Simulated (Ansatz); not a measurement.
# CH₃LiO (SMILES [Li][O]C): one structure at several levels

The task here is to estimate one member of a computed series from the others.

Method: single points in def2-TZVPP; program: Ansatz 0.2.0, Gaussian basis.

Correlated methods freeze the cores. The outer core shell of Li, Na, Mg and K is correlated.

### The system as given

SMILES `[Li][O]C`, 6 atoms, charge 0, spin multiplicity 1.

Atoms are counted from 1 here; the program's logs count them from 0.

Bond lengths: Li1–O2 1.579 Å, O2–C3 1.361 Å, C3–H4 1.101 Å, C3–H5 1.089 Å, C3–H6 1.056 Å. Angles: Li1–O2–C3 177.5°, O2–C3–H4 109.7°, O2–C3–H5 110.3°, O2–C3–H6 113.0°, H4–C3–H5 107.1°, H4–C3–H6 109.9°, H5–C3–H6 106.6°.

Coordinates:

```
Li   -1.8354   -1.0183   -1.2108
O    -0.6205   -0.3661   -0.4413
C     0.3882    0.2170    0.2617
H     1.0117   -0.5598    0.7307
H     1.0345    0.7861   -0.4052
H     0.0427    0.8927    0.9966
```

Set-up of the first run:

run/in.yaml

```yaml
crystal:
  periodic: [false, false, false]
  atoms:
    - {symbol: Li, position_ang: [-1.835400, -1.018300, -1.210800]}
    - {symbol: O, position_ang: [-0.620500, -0.366100, -0.441300]}
    - {symbol: C, position_ang: [0.388200, 0.217000, 0.261700]}
    - {symbol: H, position_ang: [1.011700, -0.559800, 0.730700]}
    - {symbol: H, position_ang: [1.034500, 0.786100, -0.405200]}
    - {symbol: H, position_ang: [0.042700, 0.892700, 0.996600]}
basis:
  gaussian: {orbitals: def2-TZVPP}
correlation: {method: ccsd_t}
output: {forces: true}
```

The command line of these runs was not kept.

Steps of the session up to this table: CCSD(T)/def2-TZVPP; PBE0-D4/def2-TZVPP; wB97M-V/def2-TZVPP; r2SCAN-D4/def2-TZVPP; PBE-D4/def2-TZVPP; BLYP-D4/def2-TZVPP; B97M-V/def2-TZVPP.

One table of the session follows, with a row left open; its other results are not shown here.

```
   method  RMS force component (eV/Å)  angle to CCSD(T) forces (°)  dipole (D)
  CCSD(T)                       0.605                    reference        5.17
  PBE0-D4                       0.613                         14.6        5.11
  wB97M-V                       0.586                          3.7        5.08
r2SCAN-D4                       0.610                          8.8        5.17
   PBE-D4                       0.681                         10.6        4.91
  BLYP-D4                           ?                            ?           ?
   B97M-V                       0.568                         15.6        5.15
```

Estimate the missing values for BLYP-D4.

The run gave: RMS force component (eV/Å): 0.684; angle to CCSD(T) forces (°): 10.5; dipole (D): 4.82. In the column «RMS force component (eV/Å)» it is the highest.
